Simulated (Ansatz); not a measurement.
Geometry optimisation, Ansatz 0.2.0, RKS B3LYP-D4/def2-SVP.

Input:

```yaml
crystal:
  periodic: [false, false, false]
  atoms:
    - { symbol: B, position_ang: [0.037515, 0.448618, -0.39439] }
    - { symbol: O, position_ang: [-0.032757, -0.184256, 2.124796] }
    - { symbol: H, position_ang: [-0.987444, -0.282338, 2.257495] }
    - { symbol: H, position_ang: [1.098241, -0.066515, -0.600044] }
    - { symbol: H, position_ang: [-1.033971, -0.039157, -0.620371] }
    - { symbol: Cl, position_ang: [0.046605, 2.220184, 0.060265] }
    - { symbol: H, position_ang: [0.11201, 0.788163, 2.196749] }
basis:
  gaussian: { orbitals: def2-SVP }
hamiltonian:
  xc: b3lyp
  dispersion: d4
relax:
  f_tol: 0.03
  max_steps: 50
output:
  orbitals: {}
```

Launched with:

```bash
$ ansatz run input.yaml --threads 1 --pin off --max-ram 2048MiB --backend cpu --events-out ev --progress --plain --runs-dir out
```

Problem. Where does it end, and by what steps?

Solution. It converged. The force dipped under the threshold on the way, but the program's further checks kept it going. After 19 steps the energy has fallen by 0.448 eV; H3 moved furthest, 0.59 Å. Joined: B1–O2 (2.60 → 1.67 Å).

| step | energy less start (eV) | largest force component (eV/Å) | accepted |
| --- | --- | --- | --- |
| 0 | 0.0000 | 0.864 | yes |
| 1 | -0.0931 | 1.454 | yes |
| 2 | -0.2752 | 1.432 | yes |
| 3 | -0.3793 | 1.278 | yes |
| 4 | -0.4239 | 0.186 | yes |
| 5 | -0.4338 | 0.163 | yes |
| 6 | -0.4292 | 0.306 | no |
| 7 | -0.4390 | 0.081 | yes |
| 8 | -0.4414 | 0.058 | yes |
| 9 | -0.4217 | 0.958 | no |
| 10 | -0.4439 | 0.043 | yes |
| 11 | -0.4447 | 0.195 | yes |
| 12 | -0.4458 | 0.076 | yes |
| 13 | -0.4471 | 0.007 | yes |
| 14 | -0.4250 | 0.840 | no |
| 15 | -0.4476 | 0.012 | yes |
| 16 | -0.4466 | 0.236 | no |
| 17 | -0.4478 | 0.021 | yes |
| 18 | -0.4478 | 0.077 | yes |
| 19 | -0.4480 | 0.028 | yes |

```xyz
7
Properties=species:S:1:pos:R:3
B -0.019 0.362 0.016
O -0.152 -0.104 1.617
H -1.018 0.209 1.936
H 1.102 0.015 -0.266
H -0.950 -0.208 -0.500
Cl -0.228 2.201 0.102
H 0.506 0.411 2.119
```

Run time: 30 s on 1 thread of Intel(R) Xeon(R) Platinum 8488C (Sapphire Rapids), with other jobs on the host, peak memory 0.15 GiB.
